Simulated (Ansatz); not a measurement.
Consider the atomization: `CC(O)(F)CO` → 3 C• + F• + 7 H• + 2 O•.

Calculated with Ansatz (gas phase, PBE0-D4/def2-TZVP geometries, no zero-point term in ΔE). CBS: MP2 limit from def2 TZ/QZ plus the TZ coupled-cluster correction, frozen cores. This one scheme is used for every species, atoms too. Functionals use def2-TZVPP. No spin–orbit coupling; open shells (•) take unrestricted orbitals. Spin–orbit coupling would lower the free atoms: a little for C, F, O. Each species was taken in one conformer, which may not be the lowest.

```
        level  ΔE (eV)
      PBE0-D4    53.36
          PBE    54.42
         PBE0    53.17
MP2/CBS(def2)    54.47
```

Problem. What does CCSD(T)/CBS give? (Best estimate.)

Solution. Computed: +53.30 eV. The listed levels differ from it by 0.06, 1.12, -0.13, 1.17 eV.

Largest T1 diagnostic among the species: 0.011.

From PBE to PBE0 (25 % exact exchange), in def2-TZVPP and without D4, ΔE moves by −1.25 eV: exact exchange takes away binding that semilocal exchange gives to molecules. The D4 term adds +0.37 eV with B3LYP and +0.19 eV with PBE0; it sums over pairs of atoms, weighted by their polarisabilities, and B3LYP, whose exchange is more repulsive, gets the larger term. In def2-TZVPP, CCSD(T) changes the Hartree–Fock value by +14.18 eV (the triples alone add +0.84 eV) and MP2 by +15.35 eV; breaking electron pairs costs correlation energy, which Hartree–Fock lacks.

B3LYP here is the variant with VWN-RPA as its local correlation; programs differ in this.

For atomizations the MP2-based limit and the directly extrapolated one differ by several kJ/mol either way, and by 10 to 25 for some Ge, Se and Sn compounds, so smaller differences from it don't rank the levels.
